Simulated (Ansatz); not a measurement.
AlNH₆⁺, that is Al(NH3)H3 with one electron fewer. The state is a doublet with charge 1. Geometry r2SCAN-D4/def2-TZVP, that of the neutral singlet; atoms count from 1.

```xyz
8

Al    0.7776   -0.7342    0.0143
N    -0.7189    0.6787   -0.0132
H    -1.6266    0.2505   -0.1732
H    -0.5663    1.3619   -0.7499
H    -0.7666    1.1817    0.8685
H     2.0360    0.2247    0.2654
H     0.5927   -1.3380   -1.4578
H     0.2721   -1.6253    1.2458
```

Problem. Estimate the Mulliken populations from the PBE0/def2-TZVP orbitals of Ansatz.

Solution. 
```tsv
atom	charge (e)	spin (α − β)
Al1	0.38	0.20
N2	-0.55	0.00
H3	0.32	0.00
H4	0.32	0.00
H5	0.32	0.00
H6	0.17	0.48
H7	0.02	0.16
H8	0.02	0.16
```
Mulliken values and Mayer orders depend strongly on the basis.

Problem. Where does the spin sit?

Solution. Summed by element: Al 0.20, N 0.00, H 0.80, of 1 unpaired in all. Largest on single atoms: H6 0.48, Al1 0.20, H7 0.16.

Problem. And the Mayer bond orders between bonded heavy atoms (over 0.3)?

Solution. Al1–N2 0.62 (2.06 Å).
